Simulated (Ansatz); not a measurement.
Al3H9⁺, that is (H2Al-mu-H)3 with one electron fewer. Total charge 1; doublet. Geometry r2SCAN-D4/def2-SVP, that of the neutral singlet.

```
atom   x (Å)   y (Å)   z (Å)
 Al1  -1.420  -0.155  -0.383
  H2  -2.927  -0.319  -0.787
  H3  -0.985   1.280   0.589
  H4  -0.380   0.804  -1.477
 Al5   0.657   1.320  -0.115
  H6   1.573  -0.101  -0.691
  H7   1.353   2.721  -0.234
  H8   0.967   0.378   1.375
 Al9   0.763  -1.165   0.498
 H10   1.574  -2.402   1.020
 H11  -0.891  -0.942   1.135
 H12  -0.284  -1.419  -0.930
```

At PBE-D4/def2-TZVP an occupied level lies above an empty one. At PBE-D4/def2-TZVP, r2SCAN-D4/def2-TZVP the gap within one spin of the charge 1 doublet nearly closes, so an electron or hole may be smeared out by delocalisation error.

Problem. Estimate the α-spin orbital energies around the gap (eV) in Ansatz with PBE-D4/def2-TZVP, r2SCAN-D4/def2-TZVP, PBE0-D4/def2-TZVP.

Solution. 
```csv
orbital,PBE-D4/def2-TZVP,r2SCAN-D4/def2-TZVP,PBE0-D4/def2-TZVP
HOMO−5,-15.73,-16.32,-17.38
HOMO−4,-13.21,-13.51,-14.50
HOMO−3,-13.16,-13.48,-14.44
HOMO−2,-12.99,-13.47,-14.33
HOMO−1,-12.97,-13.27,-14.23
HOMO,-12.17,-12.51,-13.33
LUMO,-7.73,-7.56,-6.92
LUMO+1,-6.77,-6.45,-5.93
LUMO+2,-6.58,-6.22,-5.70
LUMO+3,-5.37,-5.03,-4.59
LUMO+4,-5.26,-4.89,-4.44
LUMO+5,-5.03,-4.60,-4.16
β HOMO,-11.87,-12.09,-12.86
β LUMO,-12.10,-12.10,-11.52
```
